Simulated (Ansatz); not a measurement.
Geometry optimisation, UKS PBE/def2-SVPD in Ansatz 0.2.0.

The input (input.yaml):

```yaml
crystal:
  periodic: [false, false, false]
  atoms:
    - { symbol: Al, position_ang: [-0.4783, -0.15834, -0.270488] }
    - { symbol: "N", position_ang: [-0.36387, -1.545794, 0.961946] }
    - { symbol: H, position_ang: [-1.752828, -0.812492, -0.807363] }
    - { symbol: C, position_ang: [0.672346, 1.393979, -0.57321] }
    - { symbol: H, position_ang: [-1.10642, -2.243441, 0.904919] }
    - { symbol: H, position_ang: [0.291998, -1.78292, 1.708762] }
    - { symbol: H, position_ang: [1.36554, 1.226827, -1.423171] }
    - { symbol: H, position_ang: [1.293179, 1.62442, 0.316055] }
    - { symbol: H, position_ang: [0.078056, 2.297761, -0.817449] }
magnetization:
  spin_polarized: true
basis:
  gaussian: { orbitals: def2-SVPD }
hamiltonian:
  xc: pbe
relax:
  f_tol: 0.03
  max_steps: 50
output:
  orbitals: {}
```

Run as:

```bash
$ ansatz run input.yaml --threads 4 --pin off --max-ram 5120MiB --backend cpu --events-out ev --progress --plain --runs-dir out
```

Problem. Where does it end, and by what steps?

Solution. The forces met the threshold. The force dipped under the threshold on the way, but the program's further checks kept it going. After 12 steps the energy has fallen by 0.433 eV; H3 moved furthest, 0.56 Å.

| step | energy less start (eV) | largest force component (eV/Å) | accepted |
| --- | --- | --- | --- |
| 0 | 0.0000 | 1.310 | yes |
| 1 | -0.2755 | 0.806 | yes |
| 2 | -0.3828 | 0.202 | yes |
| 3 | -0.3788 | 0.510 | no |
| 4 | -0.4160 | 0.139 | yes |
| 5 | -0.4288 | 0.150 | yes |
| 6 | -0.4301 | 0.064 | yes |
| 7 | -0.4322 | 0.037 | yes |
| 8 | -0.4325 | 0.008 | yes |
| 9 | -0.4328 | 0.021 | yes |
| 10 | -0.4329 | 0.041 | yes |
| 11 | -0.4330 | 0.035 | yes |
| 12 | -0.4332 | 0.015 | yes |

```xyz
9
Properties=species:S:1:pos:R:3
Al -0.588 -0.271 -0.331
N -0.337 -1.469 0.987
H -1.827 -0.557 -1.301
C 0.627 1.262 -0.507
H -0.924 -2.289 1.141
H 0.407 -1.438 1.685
H 1.218 1.201 -1.446
H 1.351 1.339 0.330
H 0.072 2.222 -0.558
```

Whether the end is a true minimum wasn't checked by a vibrational analysis.

Run time: 31 s on 4 threads of Arm Neoverse N1 (shared host), peak memory 0.16 GiB.
